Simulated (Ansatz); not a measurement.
Two isomers of C6H12: A = `CC1CCCC1`, B = `CCC=C(C)C`.

Computed with Ansatz on PBE0-D4/def2-TZVP structures; ΔE is electronic, products minus reactants. CCSD(T)/CBS adds triple-zeta CCSD(T) − MP2 to the extrapolated MP2 energy (def2 sets, frozen cores). DFT in def2-TZVPP. B3LYP here is the variant with VWN-RPA as its local correlation; programs differ in this. One conformer a species, not always the lowest.

Question: Which isomer does CCSD(T)/CBS put lower? Give the gap. (An estimate is asked.)

Answer: Ansatz gave: A, by 12.5 kcal/mol.

Question: Give E(B) − E(A) in kcal/mol with MP2/def2-TZVPP, ωB97M-V, LDA (SPW92), CCSD(T)/def2-TZVPP, PBE-D4, B3LYP, PBE0-D4. (An estimate is asked.)

Answer: The calculation gave: MP2/def2-TZVPP 14.4, ωB97M-V 13.2, LDA (SPW92) 16.2, CCSD(T)/def2-TZVPP 12.8, PBE-D4 11.3, B3LYP 7.3, PBE0-D4 14.3. None reverses the order clearly.

Largest T1 diagnostic: 0.009.

From BLYP to BHLYP (50 % exact exchange), in def2-TZVPP and without D4, E(B) − E(A) moves by +6.5 kcal/mol. In def2-TZVPP, CCSD(T) changes the Hartree–Fock value by +3.5 kcal/mol (the triples alone add −0.4 kcal/mol) and MP2 by +5.1 kcal/mol.
